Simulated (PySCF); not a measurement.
## CO, singlet: the ladder up to full CI

Geometry: that of the CO, triplet, kept fixed.

```tsv
atom	x (Å)	y (Å)	z (Å)
O	0.0000	0.0000	0.0000
C	0.0000	0.0000	1.1955
```

Basis 6-31G; PySCF 2.14.0. Correlated methods freeze the noble-gas cores, which leaves 10 electrons in 16 orbitals. Prefix R: restricted or restricted open-shell reference.

Full CI is exact within this basis and frozen core; it isn't the basis-set limit.

The T1 diagnostic (ROHF- or RHF-based CCSD) is 0.0256 and the largest doubles amplitude (ROHF- or RHF-based CCSD) is 0.092.

```json
{"level": "RHF", "E − E(full CI) (kcal/mol)": "143.01", "share of correlation (%)": "0.00", "wall time": "–"}
{"level": "RMP2", "E − E(full CI) (kcal/mol)": "3.26", "share of correlation (%)": "97.72", "wall time": "–"}
{"level": "RCCSD", "E − E(full CI) (kcal/mol)": "7.21", "share of correlation (%)": "94.96", "wall time": "–"}
{"level": "RCCSD(T)", "E − E(full CI) (kcal/mol)": "0.88", "share of correlation (%)": "99.38", "wall time": "0.2 s"}
{"level": "RCCSDT", "E − E(full CI) (kcal/mol)": "0.57", "share of correlation (%)": "99.60", "wall time": "–"}
{"level": "RCCSDT(Q)", "E − E(full CI) (kcal/mol)": "-0.03", "share of correlation (%)": "100.02", "wall time": "1.4 s"}
```

The correlation energy at full CI, counted from RHF, is -6.201 eV. Full CI, over all symmetries tried, took 2.3 min on 1 thread of Arm Neoverse V1, shared host; the state has 4,777,056 determinants.

Times are those of the correlated step on a shared host, with one SCF added for the restricted CCSD run; they ran on 1 thread of Arm Neoverse V1.

The full-CI state has the irrep A1 of C2v, in the program's axes (one component, if the state is degenerate).

Natural occupations of full CI about the gap: 1.988 1.972 1.949 1.934 1.934 0.075 0.075 0.028 0.013 0.009; effectively unpaired electrons, Σ n²(2−n)², 0.09.
